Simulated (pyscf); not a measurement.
HO–Al(Cl)–Cl (SMILES [OH][Al]([Cl])[Cl]) + NH₃ (SMILES N) -> H₂O (SMILES O) + H₂N–Al(Cl)–Cl (SMILES [NH2][Al]([Cl])[Cl]) (four-centre exchange; singlet surface; Al–O, H–N broken, H–O, Al–N formed). Optimised with ωB97X-D3(BJ)/def2-SVP in PySCF. Energies in eV from the separated reactants.

| level | barrier | reaction energy |
|---|---|---|
| ωB97X-D3(BJ)/def2-TZVP | -0.50 | +0.40 |
| PBE/def2-TZVP | -0.48 | +0.42 |
| r²SCAN/def2-TZVP | -0.53 | +0.45 |
| PBE0-D3(BJ)/def2-TZVP | -0.55 | +0.40 |
| M06-2X/def2-TZVP | -0.54 | +0.41 |
| ωB97M-D3(BJ)/def2-TZVP | -0.43 | +0.42 |

On the reactant side the descent ends in an adduct with a Al–N contact, 1.71 eV under the separated species and 1.21 eV under the saddle at ωB97X-D3(BJ)/def2-TZVP. On the product side the descent ends in an adduct with a Al–O contact, 1.10 eV under the separated species and 0.20 eV under the saddle at ωB97X-D3(BJ)/def2-TZVP. At ωB97X-D3(BJ)/def2-TZVP, PBE, r²SCAN, PBE0-D3(BJ), M06-2X, ωB97M-D3(BJ) the saddle lies under the separated reactants, which points to a path from their complex (located at ωB97X-D3(BJ) alone). At ωB97X-D3(BJ)/def2-TZVP, PBE, r²SCAN, PBE0-D3(BJ), M06-2X, ωB97M-D3(BJ) the saddle lies under the separated products, which points to a path from their complex (located at ωB97X-D3(BJ) alone), and parting the products costs more than the saddle. What is counted as formed (Al–N) is already present as a longer contact in the reactant adduct; forming that adduct is a step of its own. What is counted as broken (Al–O) persists as a longer contact in the product adduct; parting that adduct is a step of its own. This is the saddle that the search found; another between the same sides may lie lower.
